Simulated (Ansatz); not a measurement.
Frontier orbitals of AlH5OSi (`O[SiH2][AlH2]`).

Z-matrix (Å, degrees):
```
Si
Al 1 2.460
O 1 1.661 2 109.0
H 1 1.499 2 111.1 3 122.0
H 1 1.498 2 111.2 3 -122.0
H 2 1.591 1 118.5 3 179.3
H 2 1.588 1 122.5 3 -0.7
H 3 0.959 1 117.0 2 180.0
```

The species carries charge 0 and has multiplicity 1. Geometry: relaxed with PBE0-D4/def2-TZVP. It is one conformer, not always the lowest. Basis def2-TZVPP, Ansatz 0.2.0.

```json
{"functional": "PBE", "HOMO (eV)": "-6.31", "LUMO (eV)": "-2.78", "gap (eV)": "3.53"}
{"functional": "PBE0", "HOMO (eV)": "-7.42", "LUMO (eV)": "-2.01", "gap (eV)": "5.41"}
{"functional": "BHLYP", "HOMO (eV)": "-8.43", "LUMO (eV)": "-1.22", "gap (eV)": "7.21"}
{"functional": "LC-ωPBE", "HOMO (eV)": "-9.99", "LUMO (eV)": "0.03", "gap (eV)": "10.02"}
{"functional": "ωB97M-V", "HOMO (eV)": "-9.42", "LUMO (eV)": "-0.37", "gap (eV)": "9.05"}
```

From PBE to PBE0 the HOMO moves by −1.10 eV and the LUMO by +0.76 eV, and with ωB97M-V by −3.11 and +2.41 eV, so the gap grows from 3.54 to 9.05 eV with exact exchange.

LC-ωPBE has ω = 0.4 bohr⁻¹.
